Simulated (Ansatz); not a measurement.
# SiPH (singlet): the correlation ladder, cc-pVDZ

One table from this session's results is given with a row withheld; the runs are named, their logs left out.

Computed with Ansatz 0.2.0, Gaussian basis. Level: cc-pVDZ, core rule «outside noble gas», up to 10 orbitals frozen.

Plan: UHF; CCSD(T) on RHF; CCSD(T) on UHF; BCCD(T) on RHF; CISD; CCSDT(Q) on RHF; CCSDT(Q) on UHF; CCSDTQ on RHF; CCSDTQ on UHF; CASSCF and MRCISD+Q, 10 electrons in 9 orbitals; CASSCF and NEVPT2, 10 electrons in 9 orbitals.

4 further runs of the same task are left out: 4 set aside as unsound or not needed.

### The geometry

The geometry is a PBE0/def2-TZVP stationary point (not a proven minimum).

3 atoms, charge 0, spin multiplicity 1.

Atoms are counted from 1 here; the program's logs count them from 0.

Bond lengths: Si1–P2 2.045 Å, P2–H3 1.492 Å. Angles: Si1–P2–H3 60.6°.

The first run:

File in.yaml:

```yaml
crystal:
  periodic: [false, false, false]
  atoms:
    - {symbol: Si, position_ang: [0.000000, -0.009804, 1.076668]}
    - {symbol: P, position_ang: [0.000000, -0.032609, -0.968123]}
    - {symbol: H, position_ang: [0.000000, 1.275240, -0.250352]}
basis:
  gaussian: {orbitals: cc-pVDZ}
magnetization: {spin_polarized: true, initial_magnetization: 0}
hamiltonian: {xc: hf}
output: {orbitals: {seedname: orbitals}}
```

Launch:

```
> ansatz run in.yaml --threads 1 --pin off --events-out ev --progress --plain --max-ram 4096MiB --backend cpu
```

Steps of the session up to this table: UHF; CCSD(T) on RHF; CCSD(T) on UHF; BCCD(T) on RHF; CISD; CCSDT(Q) on RHF; CCSDT(Q) on UHF; CCSDTQ on RHF; CCSDTQ on UHF; CASSCF and MRCISD+Q, 10 electrons in 9 orbitals; CASSCF and NEVPT2, 10 electrons in 9 orbitals.

One table of the session follows, with a row left open; its other results are not shown here.

It belongs to the step «Misses and costs». 

```
          method  from RCCSDTQ (kJ/mol)
             RHF                 +632.2
             UHF                      ?
            RMP2                 +109.1
            CISD                  +88.5
           RCCSD                  +34.2
        RCCSD(T)                   +5.1
         BCCD(T)                   +5.1
          RCCSDT                   +2.5
       RCCSDT(Q)                   -0.1
         RCCSDTQ                      0
  CASSCF valence                 +410.7
  NEVPT2 valence                  +92.6
  MRCISD valence                  +33.3
MRCISD+Q valence                   +0.9
```

**Question.** Estimate the row for UHF.

**Answer.** from RCCSDTQ (kJ/mol): +632.0. In the column «from RCCSDTQ (kJ/mol)» it lies between CASSCF valence (+410.7) and RHF (+632.2).
